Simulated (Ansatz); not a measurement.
**[OH···H···S], triplet: the ladder up to UCCSDT(Q)**

Geometry: a point of a hydrogen-transfer path between rigid fragments, not a stationary point.

```xyz
4

O    -1.0282   -0.2316    0.0000
H    -1.2775    0.6949    0.0000
H     0.3178   -0.2316    0.0000
S     1.9878   -0.2316    0.0000
```

Basis cc-pVDZ; Ansatz 0.2.0. Correlated methods freeze the noble-gas cores, which leaves 14 electrons in 36 orbitals. R marks a restricted (for open shells ROHF) determinant, U an unrestricted one. Active spaces: pair = (4e, 4o) about the gap; valence = (14e, 10o) chosen from the atoms' valence shells.

Full CI isn't at hand for all of this; UCCSDT(Q) serves as the reference, and is uncertain by about the last step of the cluster series. The frozen core follows each run's orbitals, which can shift R against U totals by a few meV.

Unrestricted rows (U) aren't spin-pure: their determinants' ⟨S²⟩ exceeds S(S+1) by up to 0.12, so they mix in states of higher spin.

The UHF ⟨S²⟩ is 2.116, the T1 diagnostic (RCCSD) is 0.0597 and the largest doubles amplitude (RCCSD) is 0.084. The T1 diagnostic (UCCSD) is 0.0314.

From what is known of these methods and the diagnostics, rank them by the size of their error in total energy against UCCSDT(Q) in cc-pVDZ, smallest first (an estimate: the text doesn't fix the numbers).
A. CASSCF (pair space)
B. RHF
C. RCCSDT(Q)
D. MRCISD (pair space)
E. UCCSDT

C (0.1 kJ/mol), E (2.3 kJ/mol), D (80.9 kJ/mol), A (818.8 kJ/mol), B (930.8 kJ/mol).

All errors are against UCCSDT(Q) in cc-pVDZ. Below it: RCCSDT(Q). T1 is large (0.060) while the doubles stay small, which points to orbital relaxation. Within each family the higher level lies nearer, as is usual though not guaranteed.

Natural occupations of CASSCF (valence space) about the gap: 1.996 1.976 1.934 1.004 1.001 0.068 0.025; effectively unpaired electrons, Σ n²(2−n)², 2.04.
